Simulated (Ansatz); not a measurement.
Relaxation of AlH₃O₂ (6 atoms, charge 0, multiplicity 1), to a largest force component of 0.03 eV/Å in at most 50 steps.

All numbers below come from Ansatz 0.2.0, RKS PBE0-D4/cc-pVDZ.

```xyz
6
Properties=species:S:1:pos:R:3:forces:R:3
Al 0.167 -0.284 0.116 1.22 -0.09 0.13
H 0.654 -0.269 1.584 -1.14 0.10 1.27
O 1.842 -0.373 -0.353 -0.08 0.01 -1.36
H 2.372 -0.299 0.448 -0.02 -0.03 -0.01
O -1.227 -0.266 -0.875 0.00 -0.01 -0.08
H -2.134 -0.308 -0.563 0.02 0.02 0.05
```

Question: Where does it end, and by what steps?

Answer: The forces met the threshold. After 6 steps the energy has fallen by 0.655 eV; H2 moved furthest, 0.65 Å.

```
step  energy less start (eV)  largest force component (eV/Å)  accepted
   0                  0.0000                           1.361       yes
   1                 -0.3693                           0.820       yes
   2                 -0.5434                           0.419       yes
   3                 -0.6412                           0.243       yes
   4                 -0.6542                           0.160       yes
   5                 -0.6550                           0.036       yes
   6                 -0.6551                           0.002       yes
```

```xyz
6
Properties=species:S:1:pos:R:3
Al 0.253 -0.294 0.270
H 0.056 -0.247 1.845
O 1.808 -0.338 -0.474
H 2.605 -0.335 0.062
O -1.071 -0.304 -0.835
H -1.976 -0.281 -0.512
```

The run took 12 s on 1 thread of Arm Neoverse V1 (shared host), peak memory 0.1 GiB.
